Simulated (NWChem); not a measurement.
Species: N2H cation; SMILES N#[NH+]

```xyz
3

N      0.0000     0.0000     0.6578
N      0.0000     0.0000    -0.4350
H      0.0000     0.0000    -1.4794
```
Atoms are numbered in this order, from 1.

Computed with NWChem. Pople sets run with spherical d functions. Coordinates come from a PBE0/def2-SVP optimisation. B3LYP is NWChem's, with the RPA form of VWN correlation. Atomic charges in e: unrestrained fits to the electrostatic potential beside Mulliken populations; the two definitions need not agree.

For level Hartree-Fock/6-31G*:

- ESP N2 = 0.19
- Mulliken N2 = 0.05

Q: Estimate the same quantities for level B3LYP/def2-SVP.

A: 
* **ESP N2**: 0.30
* **Mulliken N2**: 0.28
